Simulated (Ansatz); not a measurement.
Basis-set extrapolation for H3SSi, SMILES `[SiH2]S` radical (PBE0-D4/def2-TZVP geometry, frozen core, the Gaussian-basis code of Ansatz). Multiplicity 2, UHF reference.

```tsv
	def2-TZVPP	def2-QZVPP
HF	-688.218614	-688.239004
MP2 correlation	-0.286016	-0.310086
CCSD(T) correlation	-0.337606	not run
```

Energies in hartree. Use E(X) = E(∞) + A·exp(−7.88·√X) for Hartree–Fock and E(X) = E(∞) + B·X^(−2.97) for correlation, with X = 3 and 4, and add CCSD(T) minus MP2 of the smaller set to the MP2 limit.

Task: What is the CCSD(T) energy at the basis-set limit?

Result: HF limit: -688.239004 + (-0.020390) × 0.13774 = -688.24181. MP2 limit: -0.310086 + (-0.024070) × 0.74074 = -0.32792. Higher-order term: -0.337606 − (-0.286016) = -0.05159. Total: -688.62132 hartree, 1.77 eV below CCSD(T)/def2-TZVPP.
